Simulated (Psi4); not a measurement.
**H3S+ (sulfonium): a chain of runs**

Aim: a geometry optimisation (CAM-B3LYP-D3(BJ)/cc-pVDZ), then vibrational wavenumbers of H3S+ (sulfonium). Input form: an ASE script.

The calculation is run with Psi4 1.11.

### Step 1. Starting point

H3S+: 4 atoms, total charge +1, spin state singlet. SMILES: `[SH3+]`. The shape is that of a GFN2-xTB optimisation. The run starts from this shape.

Bond lengths: S1–H2 1.356 Å, S1–H3 1.355 Å, S1–H4 1.355 Å. Angles: H2–S1–H3 93.7°, H2–S1–H4 93.7°, H3–S1–H4 93.7°.

### Step 2. A structure relaxation at CAM-B3LYP-D3(BJ)/cc-pVDZ (density fitting) (run 1)

Input file h3s.xyz:

```xyz
4
H3S
S      0.301620    -0.100910    -0.445950
H      0.848020     0.280920     0.734350
H     -0.494150    -1.037930     0.125030
H     -0.655500     0.857920    -0.413440
```

Input file h3s_ase.py:

```python
import numpy as np
from ase.calculators.psi4 import Psi4
from ase.io import read
from ase.optimize import BFGS

atoms = read('h3s.xyz')
calc = Psi4(atoms=atoms, method='cam-b3lyp-d3bj2b', basis='cc-pVDZ', memory='1600MB', num_threads=1, charge=1, multiplicity=1, label='psi4-calc')
atoms.calc = calc

opt = BFGS(atoms)
done = opt.run(fmax=0.05, steps=60)
print('converged:', done)
for s, p in zip(atoms.symbols, atoms.positions):
    print(f'{s:2s} {p[0]:12.6f} {p[1]:12.6f} {p[2]:12.6f}')
```

Run with:

```bash
$ python h3s_ase.py
```

psi4-calc.dat:

```text
[...]
  Running in c1 symmetry.
[...]
  Nuclear repulsion =   19.353940010075672
[...]
  Multiplicity = 1
[...]
  Nalpha       = 9
  Nbeta        = 9
[...]
    Number of basis functions: 33
[...]
   @DF-RKS iter   1:  -399.65942923449444    2.57386e-01   3.91682e-03 DIIS/ADIIS
[...]
   @DF-RKS iter   8:  -399.67380502190895   -7.38964e-12   9.93055e-09 DIIS
[...]
    Orbital Energies [Eh]
    ---------------------
    Doubly Occupied:
       1A    -89.320359     2A     -8.381634     3A     -6.343872
       4A     -6.343872     5A     -6.338979     6A     -1.176127
       7A     -0.817852     8A     -0.817843     9A     -0.716046
[...]
  @DF-RKS Final Energy:  -399.67380502190895
   => Energetics <=
    Nuclear Repulsion Energy =             19.3539400100756716
    One-Electron Energy =                -583.6252017480333052
    Two-Electron Energy =                 184.7409764508655314
    DFT Exchange-Correlation Energy =     -20.1426177147625651
    Empirical Dispersion Energy =          -0.0009020200542619
    VV10 Nonlocal Energy =                  0.0000000000000000
    Total Energy =                       -399.6738050219088336
[...]
 Multipole Moments:
 ------------------------------------------------------------------------------------
     Multipole            Electronic (a.u.)      Nuclear  (a.u.)        Total (a.u.)
 ------------------------------------------------------------------------------------
 L = 1.  Multiply by 2.5417464519 to convert [e a0] to [Debye]
 Dipole X            :          0.5738412           -1.0195712           -0.4457300
 Dipole Y            :         -0.1920797            0.3412696            0.1491899
 Dipole Z            :         -0.8482385            1.5071211            0.6588826
 Magnitude           :                                                    0.8093572
[...]
  -Total Gradient:
     Atom            X                  Y                   Z
    ------   -----------------  -----------------  -----------------
       1        0.000491354845    -0.000169287006    -0.000713714845
       2        0.000157773937     0.000138750022     0.000434307333
       3       -0.000295073609    -0.000305896239     0.000226063952
       4       -0.000352495261     0.000336399044     0.000053045912
[...]
```

Standard output:

```text
Step     Time          Energy          fmax
BFGS:    0 hh:mm:ss   -10875.670236        0.333301
BFGS:    1 hh:mm:ss   -10875.674271        0.166935
BFGS:    2 hh:mm:ss   -10875.675767        0.150503
BFGS:    3 hh:mm:ss   -10875.676785        0.185955
BFGS:    4 hh:mm:ss   -10875.677898        0.131136
BFGS:    5 hh:mm:ss   -10875.678192        0.045399
converged: True
S      0.297875    -0.099702    -0.440308
H      0.866529     0.284907     0.743128
H     -0.499965    -1.057935     0.122772
H     -0.664422     0.872733    -0.425585
```

It took 14 s on 1 thread of Intel Xeon 6975P-C (Granite Rapids), shared host; peak memory 0.43 GiB.

The path in brief:

```csv
step,energy from the first frame kept (eV),largest force (eV/Å)
0,0.0000,0.3333
1,-0.0040,0.1669
2,-0.0055,0.1505
3,-0.0065,0.1860
4,-0.0077,0.1311
5,-0.0080,0.0454
```

After the run. Bond lengths: S1–H2 1.368 Å, S1–H3 1.368 Å, S1–H4 1.368 Å. Angles: H2–S1–H3 94.8°, H2–S1–H4 94.8°, H3–S1–H4 94.8°.

### Step 3. The harmonic vibrations at CAM-B3LYP-D3(BJ)/cc-pVDZ (density fitting) (run 2)

Input file run.py:

```python
import numpy as np
from ase.calculators.psi4 import Psi4
from ase import Atoms
from ase.vibrations import Vibrations

a = Atoms(['S', 'H', 'H', 'H'], positions=[
    [0.301188, -0.100771, -0.445301],
    [0.869842, 0.283838, 0.738136],
    [-0.496652, -1.059003, 0.117780],
    [-0.661109, 0.871664, -0.430577],
])
calc = Psi4(atoms=a, method='cam-b3lyp-d3bj', basis='cc-pVDZ', memory='1600MB', num_threads=1, charge=1, multiplicity=1, label='h3s')
a.calc = calc

vib = Vibrations(a, delta=0.01)
vib.run()
vib.summary()
```

Run with:

```bash
$ python run.py
```

h3s.dat:

```text
[...]
  Running in c1 symmetry.
[...]
  Nuclear repulsion =   19.354396475748679
[...]
  Multiplicity = 1
[...]
  Nalpha       = 9
  Nbeta        = 9
[...]
    Number of basis functions: 33
[...]
   @DF-RKS iter   1:  -399.65943626671861    2.57601e-01   3.91520e-03 DIIS/ADIIS
[...]
   @DF-RKS iter   9:  -399.67379969733082   -5.68434e-14   2.65075e-09 DIIS
[...]
    Orbital Energies [Eh]
    ---------------------
    Doubly Occupied:
       1A    -89.320427     2A     -8.381690     3A     -6.343925
       4A     -6.343911     5A     -6.339056     6A     -1.176219
       7A     -0.817943     8A     -0.817197     9A     -0.716574
[...]
  @DF-RKS Final Energy:  -399.67379969733082
   => Energetics <=
    Nuclear Repulsion Energy =             19.3543964757486791
    One-Electron Energy =                -583.6253949006060111
    Two-Electron Energy =                 184.7407101031483876
    DFT Exchange-Correlation Energy =     -20.1426093254182526
    Empirical Dispersion Energy =          -0.0009020502036053
    VV10 Nonlocal Energy =                  0.0000000000000000
    Total Energy =                       -399.6737996973308213
[...]
 Multipole Moments:
 ------------------------------------------------------------------------------------
     Multipole            Electronic (a.u.)      Nuclear  (a.u.)        Total (a.u.)
 ------------------------------------------------------------------------------------
 L = 1.  Multiply by 2.5417464519 to convert [e a0] to [Debye]
 Dipole X            :          0.5749073           -1.0195710           -0.4446636
 Dipole Y            :         -0.1934330            0.3412698            0.1478368
 Dipole Z            :         -0.8542986            1.5156799            0.6613814
 Magnitude           :                                                    0.8105595
[...]
  -Total Gradient:
     Atom            X                  Y                   Z
    ------   -----------------  -----------------  -----------------
       1        0.000852073543    -0.000630700617    -0.001068885111
       2       -0.000104357407     0.000438509429     0.000414669834
       3       -0.000412923475    -0.000182063208     0.000192868386
       4       -0.000333462042     0.000372919737     0.000464502493
[...]
```

Standard output:

```text
---------------------
  #    meV     cm^-1
---------------------
  0    1.0i      7.9i
  1    0.6       4.9
  2    1.1       8.9
  3    7.4      59.9
  4    9.0      72.9
  5    9.5      77.0
  6  129.5    1044.8
  7  149.2    1203.4
  8  149.3    1204.2
  9  325.3    2623.9
 10  326.8    2635.8
 11  326.8    2636.0
---------------------
Zero-point energy: 0.717 eV
```

Wall time 45 s (1 thread of Intel Xeon 6975P-C (Granite Rapids), shared host); peak memory 0.65 GiB.

### Step 4. Results

```
                                                quantity          value
run 1, CAM-B3LYP-D3(BJ)/cc-pVDZ: total energy at the end  -399.67381 Eh
            run 1, CAM-B3LYP-D3(BJ)/cc-pVDZ: HOMO energy      -19.48 eV
            run 1, CAM-B3LYP-D3(BJ)/cc-pVDZ: LUMO energy       -5.58 eV
          run 1, CAM-B3LYP-D3(BJ)/cc-pVDZ: HOMO–LUMO gap       13.91 eV
      run 1, CAM-B3LYP-D3(BJ)/cc-pVDZ: dispersion energy   -2.37 kJ/mol
```

What this shows: The optimisation (run 1, CAM-B3LYP-D3(BJ)/cc-pVDZ) took 5 steps and changed the energy by -0.008 eV.
